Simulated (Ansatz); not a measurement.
in.yaml

```yaml
crystal:
  periodic: [false, false, false]
  atoms:
    - {symbol: Al, position_ang: [0.000000, 0.000000, 0.000000]}
    - {symbol: N, position_ang: [0.000000, 0.000000, 1.668087]}
basis:
  gaussian: {orbitals: 6-31G}
magnetization: {spin_polarized: true, initial_magnetization: 2}
hamiltonian: {xc: {name: PBE0}}
correlation: {method: ccsdt_q, electrons: outside_noble_gas}
accuracy: high
```

```sh
$ ansatz run in.yaml --threads 1 --pin off --events-out ev --progress --plain --max-ram 2176MiB
```

(1) Roughly how long does this take on 1 thread of AMD EPYC 7R43, shared host, and how much host memory?

```
475 factors; integrals over basis functions are off by at most 3.3e-9 eV
mean field evaluation 1: about -8068.5599 eV, gradient 3.6e1 eV
mean field evaluation 2: about -8068.5765 eV, gradient 3.5e1 eV
mean field evaluation 4: about -8075.7728 eV, gradient 7.8e0 eV
mean field evaluation 8: about -8076.4962 eV, gradient 4.8e-2 eV
mean field evaluation 16: about -8076.5011 eV, gradient 1.1e-4 eV
mean field evaluation 32: about -8075.3894 eV, gradient 4.0e0 eV
mean field -8076.50111541 eV, -296.8059415423 hartree, gradient 7.5e-8 eV, S^2 2.019072; 4 other end points of the search recorded, 0 dependent functions left out
6 core orbitals not correlated: weight in the atoms' cores, before any rotation towards them, 1.000 or more for the frozen orbitals, at most 0.000 for the correlated occupied ones
reference -8059.69981539 eV, -296.1885051549 hartree; 5, 3 occupied and 11, 13 virtual orbitals, 475 factors
second order -3.38872223 eV of doubles, -0.19543683 eV of singles
cycle   1  -3.36346932 eV  change    2.2e-1 eV  update   1.2e-1
cycle   2  -3.67273558 eV  change   -3.1e-1 eV  update   7.5e-2
cycle   3  -3.86496286 eV  change   -1.9e-1 eV  update   2.9e-2
cycle   4  -3.88270374 eV  change   -1.8e-2 eV  update   1.4e-2
...
cycle  26  -3.90176787 eV  change    2.3e-8 eV  update   6.7e-8
cycle  27  -3.90176788 eV  change   -6.2e-9 eV  update   4.5e-8
cycle  28  -3.90176790 eV  change   -2.0e-8 eV  update   3.8e-8
cycle  29  -3.90176789 eV  change    5.4e-9 eV  update   2.7e-8
cycle  30  -3.90176790 eV  change   -6.9e-9 eV  update   1.8e-8
cycle  31  -3.90176791 eV  change   -1.4e-8 eV  update   9.2e-9
cycle  32  -3.90176792 eV  change   -6.5e-9 eV  update   4.8e-9
cycle  33  -3.90176792 eV  change   4.0e-10 eV  update   2.3e-9
cycle  34  -3.90176792 eV  change   -1.3e-9 eV  update   1.5e-9
cycle  35  -3.90176792 eV  change   7.5e-10 eV  update  6.2e-10
perturbative correction -0.02669714 eV, -0.0009811018 hartree
Total energy: -8063.62828045 eV, -296.3328735830 hartree
```

Results:

(1) 11 s wall and 0.13 GiB.
